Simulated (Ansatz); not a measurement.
**What a trial cell of KCd4Bi relaxes into**

These are results of DFT PBE, scalar-relativistic, plane waves, PAW (Ansatz 0.2.0), not measurements. Cutoff 420 eV, Γ-centred k mesh, Gaussian smearing, no spin polarisation in the final step.

The start puts KCd4Bi on the sites of a reported MgInCu4 cell (F-43m, No. 216), with K in place of Mg, Bi in place of In, Cd in place of Cu, at a guessed volume.

```xyz
6
Lattice="0.0000 4.2523 4.2523 4.2523 0.0000 4.2523 4.2523 4.2523 0.0000" Properties=species:S:1:pos:R:3 pbc="T T T"
K     0.0000    0.0000    0.0000
Cd    5.3154    3.1893    5.3154
Cd    5.3154    5.3154    3.1893
Cd    3.1893    3.1893    3.1893
Cd    3.1893    5.3154    5.3154
Bi    6.3785    6.3785    6.3785
```

Cell and atoms relax at zero pressure; the relaxation can't lower the symmetry of the start.

Energies over the elements count from the elements' standard structures at the same level, with no empirical corrections.

What does it relax into?

It keeps F-43m (No. 216). Conventional cell: a = 8.745 Å. K is coordinated by 12 Cd at 3.63 Å and 4 Bi at 3.79 Å; Cd has 6 Cd at 3.09 Å, 3 K at 3.63 Å and 3 Bi at 3.63 Å; around Bi lie 12 Cd at 3.63 Å and 4 K at 3.79 Å.

```
K Cd Bi
1.0
     0.00000    4.37236    4.37236
     4.37236    0.00000    4.37236
     4.37236    4.37236    0.00000
K Cd Bi
1 4 1
Direct
  0.00000 0.00000 0.00000
  0.12476 0.62508 0.62508
  0.62508 0.62508 0.62508
  0.62508 0.12476 0.62508
  0.62508 0.62508 0.12476
  0.25000 0.25000 0.25000
```

What are its volume, energy, density and gap?

The volume per atom is 27.86 Å³ and the density is 6.93 g/cm³. The energy over the elements is -0.03 eV/atom. The gap on the 8×8×8 mesh is 0 eV (a metal).

The final run used a 8×8×8 mesh on its 6-atom cell and 0.10 eV smearing. For metals, differences of a few meV/atom aren't resolved. Spin–orbit coupling is left out. A structure relaxed within its symmetry needn't be a true minimum.

Cost: 3 runs of about 2.5 core-minutes in all, on Arm Neoverse V2 (shared hosts).